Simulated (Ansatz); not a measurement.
Two isomers of C3H8N2: A = `CNC(C)=N`, B = `C=C(N)NC`.

Computed with Ansatz on PBE0-D4/def2-TZVP structures; ΔE is electronic, products minus reactants. CBS: MP2 limit from def2 TZ/QZ plus the TZ coupled-cluster correction, frozen cores. DFT in def2-TZVPP. B3LYP here is the variant with VWN-RPA as its local correlation; programs differ in this. One conformer a species, not always the lowest.

A:

```xyz
13

C    -1.078   -1.335    0.955
N    -0.763   -0.328   -0.024
C     0.433    0.327    0.011
C     0.676    1.225   -1.171
N     1.217    0.158    1.004
H    -0.396   -2.191    0.904
H    -0.995   -0.912    1.956
H    -2.101   -1.677    0.796
H    -1.237   -0.368   -0.908
H     1.604    1.781   -1.046
H    -0.145    1.937   -1.293
H     0.748    0.639   -2.092
H     2.038    0.745    0.907
```

B:

Z-matrix (Å, degrees):
```
C
N 1 1.452
H 1 1.089 2 110.3
H 1 1.091 2 108.8 3 -118.2
H 1 1.099 2 113.1 3 120.8
C 2 1.392 1 118.8 3 -58.3
H 2 1.009 1 112.2 3 170.8
N 6 1.390 2 112.8 1 51.9
C 6 1.341 2 123.3 1 -128.1
H 8 1.007 6 113.3 2 174.5
H 8 1.011 6 113.4 2 45.6
H 9 1.082 6 121.2 2 -169.6
H 9 1.082 6 120.9 2 10.0
```

**Question.** Which isomer does CCSD(T)/CBS put lower? Give the gap. (Estimate.)

**Answer.** Computed: A, by 11.9 kcal/mol.

**Question.** Give E(B) − E(A) in kcal/mol with ωB97M-V, r2SCAN-D4, CCSD/def2-TZVPP, CCSD(T)/def2-TZVPP, MP2/def2-TZVPP, HF/def2-TZVPP, B3LYP. (Best estimate.)

**Answer.** The calculation gave: ωB97M-V 11.8, r2SCAN-D4 12.0, CCSD/def2-TZVPP 12.2, CCSD(T)/def2-TZVPP 12.3, MP2/def2-TZVPP 12.3, HF/def2-TZVPP 12.4, B3LYP 11.8. None reverses the order clearly.

Largest T1 diagnostic: 0.012.
